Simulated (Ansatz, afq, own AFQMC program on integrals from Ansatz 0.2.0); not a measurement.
AlBH, doublet: AFQMC among the cluster methods

```xyz
3

B     0.0000   -0.1388    1.5159
Al    0.0000    0.0968   -0.5473
H     0.0000   -1.1027   -1.6081
```

Connectivity, by distances: B–AlH.

Basis 6-31G. Only valence electrons are correlated. Integrals, coupled cluster, full CI and functionals: Ansatz 0.2.0; the random walks run on the same integrals in our own AFQMC program. ph-AFQMC/CISD is guided by a CISD state made of CCSD amplitudes; releasing the constraint for a short imaginary time cuts its bias at the price of noise, slowly where states lie close. Error bars are statistical, one sigma.

Determinant: ROHF, the one that the program's search chose, which needn't be the lowest solution. The geometry is a point of a scan.

Full CI on the same integrals is exact in this basis and with this determinant's frozen core.

Cautions: a spin-contaminated unrestricted determinant lies lower (UHF 1.24 eV lower, ⟨S²⟩ 1.66); the search met a lower determinant of the same kind, perhaps of another symmetry (288 meV lower), and this one is a saddle point; strong correlation (T1 0.098, weight of the determinant 0.74, largest double 0.23); the released energies are still falling, so no released level is given (meV from the phaseless value at times in 1/Eh: -8.1 ± 1.9 at 0.24, -16.4 ± 1.9 at 0.51, -23.4 ± 1.5 at 0.99, -16 ± 23 at 1.62, 16 ± 49 at 2.40); the ph-AFQMC/CISD walk drifts between its halves (2.2 errors); the next higher spin lies close (full CI puts it 48 meV above).

The T1 diagnostic is 0.0976, the weight of the determinant in the CISD state is 0.737 and the size of the correlated space is 7 electrons in 18 orbitals.

```tsv
level	correlation energy (eV)
MP2	-2.2264
CCSD	-3.2987
CCSD(T)	-3.4488
```

(1) Estimate where phaseless AFQMC with the Hartree–Fock trial lies against CCSD(T) on the same integrals.

(1) 27.5 ± 2.1 kJ/mol above CCSD(T).

Reference: full CI, correlation energy -3.508 eV. The cautions show a poor starting determinant, so the rows tell how each method copes with it here, and full CI is the sure value.

```csv
level,E − E(reference) (kJ/mol),share of correlation (%)
CCSD(T),5.7,98.33
CCSDT,1.7,99.50
CCSDT(Q),0.3,99.90
CCSDTQ,0.1,99.97
ph-AFQMC/HF,33.2 ± 2.1,90.20
ph-AFQMC/CISD,6.4 ± 0.3,98.12
```

CCSDT and higher add their correlation energy to the determinant of the CCSD(T) run, since their own runs factorise the integrals more tightly (a shift of under 2 meV). A walk keeps the symmetry of its determinant, which the program's search chose and which needn't be the lowest solution, so a lower state of the same spin and another symmetry isn't excluded.
